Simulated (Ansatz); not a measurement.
```yaml
crystal:
  periodic: [false, false, false]
  atoms:
    - {symbol: Ga, position_ang: [-1.020845, 0.158187, 0.000305]}
    - {symbol: P, position_ang: [1.459501, 0.258903, 0.003461]}
    - {symbol: O, position_ang: [1.799597, -1.180183, -0.007779]}
    - {symbol: H, position_ang: [-2.800138, -0.164959, -0.003974]}
basis:
  gaussian: {orbitals: def2-TZVP}
magnetization: {spin_polarized: true, initial_magnetization: 1}
hamiltonian: {xc: pbe0}
relax: {f_tol: 0.004, max_steps: 80}
```

```sh
$ ansatz run in.yaml --threads 1 --pin off --events-out ev --progress --plain --max-ram 2176MiB
```

Steps of the relaxation (energy above the last step; positions in Å, forces in eV/Å):

```
4
step 1, 590.5 meV
Ga   -1.021    0.158    0.000   -1.169   -0.153   -0.002
P     1.460    0.259    0.003   -0.646    0.772    0.006
O     1.800   -1.180   -0.008    0.274   -0.858   -0.007
H    -2.800   -0.165   -0.004    1.541    0.239    0.003
```

```
4
step 2, 426.3 meV
Ga   -1.102    0.175    0.000    1.122   -0.157    0.000
P     1.331    0.230    0.003   -0.005    0.321    0.003
O     1.820   -1.181   -0.008   -0.323   -0.076   -0.001
H    -2.610   -0.151   -0.004   -0.794   -0.089   -0.001
```

```
4
step 3, 388.6 meV
Ga   -1.015    0.134    0.000    0.701    0.486    0.005
P     1.387    0.313    0.004   -0.590   -0.834   -0.007
O     1.626   -1.186   -0.008    0.089    0.569    0.005
H    -2.560   -0.188   -0.004   -0.200   -0.221   -0.002
```

```
4
step 4, 373.4 meV
Ga   -0.961    0.167    0.000   -0.863   -0.066   -0.001
P     1.308    0.298    0.004    0.779   -0.226   -0.001
O     1.618   -1.187   -0.008   -0.213    0.302    0.002
H    -2.527   -0.205   -0.004    0.297   -0.009    0.000
```

```
4
step 7, 289.1 meV
Ga   -0.935    0.351    0.002   -0.028   -0.200   -0.002
P     1.393    0.330    0.004   -0.088   -0.689   -0.006
O     1.340   -1.204   -0.008   -0.188    0.793    0.006
H    -2.359   -0.405   -0.005    0.303    0.096    0.001
```

```
4
step 9, 215.1 meV
Ga   -0.879    0.368    0.002   -0.120   -0.292   -0.002
P     1.400    0.362    0.004    0.025   -0.170   -0.001
O     1.145   -1.157   -0.008   -0.248    0.323    0.002
H    -2.228   -0.501   -0.006    0.343    0.139    0.001
```

```
4
step 10, 139.1 meV
Ga   -0.843    0.399    0.002   -0.050   -0.475   -0.004
P     1.404    0.379    0.004    0.190   -0.006    0.000
O     0.956   -1.109   -0.008   -0.295    0.294    0.002
H    -2.078   -0.597   -0.007    0.155    0.186    0.002
```

```
4
step 12, 22.2 meV
Ga   -0.764    0.267    0.001    0.031   -0.189   -0.001
P     1.452    0.448    0.005   -0.057    0.199    0.002
O     0.786   -1.008   -0.007    0.027   -0.176   -0.001
H    -2.036   -0.635   -0.007   -0.001    0.166    0.001
```

```
4
step 15, 1.5 meV
Ga   -0.738    0.177    0.001   -0.036   -0.064   -0.001
P     1.437    0.496    0.005   -0.026   -0.158   -0.001
O     0.822   -1.018   -0.007    0.092    0.188    0.002
H    -2.083   -0.583   -0.007   -0.030    0.034    0.000
```

```
4
step 16, 0.0 meV
Ga   -0.737    0.163    0.001    0.006    0.015    0.000
P     1.436    0.497    0.005    0.023    0.034    0.000
O     0.835   -1.016   -0.007   -0.008   -0.037    0.000
H    -2.096   -0.572   -0.007   -0.021   -0.012    0.000
```

```
4
step 17, 0.0 meV
Ga   -0.737    0.163    0.001    0.000   -0.001    0.000
P     1.437    0.498    0.005    0.001    0.000    0.000
O     0.835   -1.016   -0.007   -0.001    0.001    0.000
H    -2.097   -0.572   -0.007    0.000    0.000    0.000
```

Close pairs at the end: Ga1–H4 1.546 Å, P2–O3 1.629 Å, Ga1–O3 1.965 Å, Ga1–P2 2.199 Å.

A stationary point of unrestricted PBE0 after 17 steps, with ⟨S²⟩ = 0.761 against 0.75 for a pure state; no frequencies were run, so it isn't proven a minimum. 2.5 min on 1 thread of Intel Xeon Platinum 8488C, shared host.
